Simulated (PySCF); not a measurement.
**Unknowns**

One averaged value for each set of equivalent atoms, a single conformation, non-relativistic, no solvent. Spin–spin couplings from B3LYP/pcJ-1 (spin–dipole term left out of most H,H and C,H couplings); geometry: GFN2-xTB; PBE0/pcSseg-1 with gauge-including orbitals; PySCF 2.14.0 with density-fitted response routines.

Chemical shifts δ = σref − σ; 1H, 13C against TMS, all at this level. Multiplet labels drop J under 1 Hz and among equivalent protons, and merge close values. Unscaled 3J(H,H) run several per cent high. Where no couplings were computed, multiplicities follow the n + 1 count of equivalent neighbours, and m marks all less simple cases (inequivalent or close neighbours, rings, F or P nearby). Vicinal couplings that depend on rotamer populations or ring flexing (ring, CH–CH, X–H and H–F types) are those of the one conformer. Shifts are as computed. Against solution values, carbons near 30 ppm lie about +3 ppm off and those near 130 ppm about +5 ppm. Of 1211 compounds with measured shifts, 218 miss one by over three times the rms of a fit or turn the order of signals round; such compounds aren't used in these exercises.

**Question.** C6H8. 1H NMR (400 MHz, computed): δ 5.93 (td, J = 3.2, 2.2 Hz, 1H), 5.86 (q, J = 2.6 Hz, 1H), 5.51 (m, 1H), 5.41 (m, 1H), 5.28 (m, 1H), 2.04 (m, 1H), 1.53 (ddt, J = 11.7, 10.2, 2.9 Hz, 1H), 1.00 (m, 1H). 13C{1H} NMR (computed): δ 149.5 (CH), 144.3 (C), 119.2 (CH2), 111.1 (CH2), 25.9 (CH), 13.7 (CH2). What is it?

**Answer.** `C=C[C@@H]1CC1=C`. Rings plus π bonds: 3 (1 ring in the answer). 6 carbon signals for 6 carbons: no two carbons are equivalent. Carbon types of the structure: 1 × C, 2 × CH, 3 × CH2, which accounts for all hydrogens. δC 149.5: alkene CH; as expected for a trigonal carbon in a double bond. δC 144.3: fully substituted alkene carbon; an sp2 carbon of a C=C bond. δC 119.2, 111.1: terminal =CH2 carbon; as expected for a trigonal carbon in a double bond. δH 5.93, 5.86, 5.51, 5.28: hydrogen on a terminal =CH2 carbon; a vinylic proton, deshielded by the sp2 carbon and the C=C anisotropy.

The data come from this structure; uniqueness wasn't tested.

**Question.** C6H10. 1H NMR (300 MHz, computed): δ 1.60 (m, 2H), 1.26 (m, 2H), 1.15 (m, 1H), 1.05 (t, 3H), 0.44 (m, 1H), 0.19 (m, 1H). 13C{1H} NMR (computed): δ 46.7 (CH), 28.2 (CH2), 27.3 (CH2), 16.8 (CH3), 4.8 (CH). Identify the compound.

**Answer.** SMILES C(C)[C@@H]1[C@H]2C[C@@H]12. Rings plus π bonds: 2 (2 rings in the answer). 5 carbon signals for 6 carbons: some carbons are equivalent by symmetry or fast rotation. Carbon types of the structure: 3 × CH, 2 × CH2, 1 × CH3, which accounts for all hydrogens. δC 28.2: sp3 CH2; saturated and bonded to C and H only. δC 16.8: methyl carbon; a saturated carbon with 1 carbon neighbour and no heteroatom attached. δH 1.60, 1.15, 0.44, 0.19: hydrogen on a three-membered-ring carbon; cyclopropane-type protons are shielded by the ring. δH 1.26: hydrogen on an sp3 CH2; far from electronegative atoms and π systems.

The data come from this structure; uniqueness wasn't tested.

**Question.** C6H10. 1H NMR (300 MHz, computed): δ 5.43 (m, 1H), 5.41 (m, 1H), 5.17 (m, 1H), 1.15 (m, 3H), 1.00 (m, 1H), 0.66 (m, 1H), 0.50 (m, 1H), 0.47 (m, 1H). 13C{1H} NMR (computed): δ 151.4 (CH), 117.5 (CH2), 28.9 (CH), 20.7 (CH3), 18.6 (CH), 17.5 (CH2). Give a structure.

**Answer.** `C=C[C@@H]1C[C@H]1C`. Rings plus π bonds: 2 (1 ring in the answer). 6 carbon signals for 6 carbons: no two carbons are equivalent. Carbon types of the structure: 3 × CH, 2 × CH2, 1 × CH3, which accounts for all hydrogens. δC 151.4: alkene CH; the olefinic region. δC 117.5: terminal =CH2 carbon; as expected for a trigonal carbon in a double bond. δC 28.9, 18.6, 17.5: three-membered-ring carbon; carbons of three-membered rings are unusually shielded. δH 5.41: hydrogen on an alkene CH; attached to an sp2 carbon and in the plane of the double bond.

The data come from this structure; uniqueness wasn't tested.
